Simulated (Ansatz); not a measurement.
We consider solid CO2 (dry ice), described by LDA (PAW; Ansatz, a program for electronic structure).

Run with plane-wave cutoff 520 eV, 4×4×4 k mesh, perturbation theory, scalar-relativistic PAW data made under PBE.

Cell (measured lattice):

```
CO2
1.0
    5.56000     0.00000     0.00000
    0.00000     5.56000     0.00000
    0.00000     0.00000     5.56000
C O
4 8
Direct
  0.00000   0.50000   0.50000
  0.50000   0.00000   0.50000
  0.00000   0.00000   0.00000
  0.50000   0.50000   0.00000
  0.87942   0.62058   0.37942
  0.37942   0.87942   0.62058
  0.87942   0.87942   0.87942
  0.12058   0.12058   0.12058
  0.62058   0.37942   0.87942
  0.62058   0.12058   0.37942
  0.37942   0.62058   0.12058
  0.12058   0.37942   0.62058
```

Q: What does this level give for the electronic dielectric constant ε∞ and dielectric constant ε0 (ions relaxed)?

A: 
* **electronic dielectric constant ε∞**: 2.01
* **dielectric constant ε0 (ions relaxed)**: 2.36

Note: the cell isn't this level's own, so it is under some stress, which shifts stiffness and frequencies.

The result took roughly 11 core-minutes.
